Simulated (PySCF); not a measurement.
## Carbon: a sound run and one with changed settings

Sound run: C [He] 2s2 2p2, C⁺ [He] 2s2 2p1. Computed with PySCF 2.14 in def2-TZVP, with the non-relativistic Hamiltonian (point nucleus). In the sound run the correlated levels freeze 1s2. The sound run starts from symmetry-adapted Hartree-Fock orbitals and uses a fine grid where one is needed.

Changed run: all electrons correlated in a basis built for the valence shell.

```csv
species,method,sound run (hartree),changed run (hartree),converged
C,MP2,-37.75859,-37.77473,yes
C,CCSD(T),-37.78103,-37.79802,yes
C⁺,MP2,-37.34547,-37.36122,yes
C⁺,CCSD(T),-37.37057,-37.38705,yes
```

Ionisation energy of C:

```csv
method,sound run (eV),changed run (eV)
UHF,10.801,10.801
MP2,11.242,11.252
SCS-MP2,11.115,11.122
CCSD,11.145,11.160
CCSD(T),11.169,11.183
```

A valence basis has no tight correlating functions, so it recovers only part of the core correlation, and not evenly between atom and ion.

For comparison, NIST gives 11.260 eV between the lowest levels.
